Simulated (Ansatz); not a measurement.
```yaml
crystal:
  periodic: [false, false, false]
  atoms:
    - {symbol: Ag, position_ang: [0.000000, 0.000000, 0.000000]}
    - {symbol: Cl, position_ang: [0.000000, 0.000000, 2.470000]}
basis:
  gaussian: {orbitals: def2-TZVP}
total_charge: 1
magnetization: {spin_polarized: true, initial_magnetization: 1}
hamiltonian: {xc: pbe0}
relax: {f_tol: 0.004, max_steps: 80}
```

```sh
$ ansatz run in.yaml --threads 1 --pin off --events-out ev --progress --plain --max-ram 2176MiB
```

Steps of the relaxation (energy above the last step; positions in Å, forces in eV/Å):

```
2
step 1, 1.7 meV
Ag    0.000    0.000    0.000    0.000    0.000    0.104
Cl    0.000    0.000    2.470    0.000    0.000   -0.104
```

```
2
step 2, 0.5 meV
Ag    0.000    0.000    0.008    0.000    0.000    0.056
Cl    0.000    0.000    2.462    0.000    0.000   -0.056
```

```
2
step 3, 0.0 meV
Ag    0.000    0.000    0.016    0.000    0.000   -0.003
Cl    0.000    0.000    2.454    0.000    0.000    0.003
```

Close pairs at the end: Ag1–Cl2 2.437 Å.

A stationary point of unrestricted PBE0 after 3 steps, with ⟨S²⟩ = 0.755 against 0.75 for a pure state. 16 s on 1 thread of Intel Xeon Platinum 8375C, shared host.
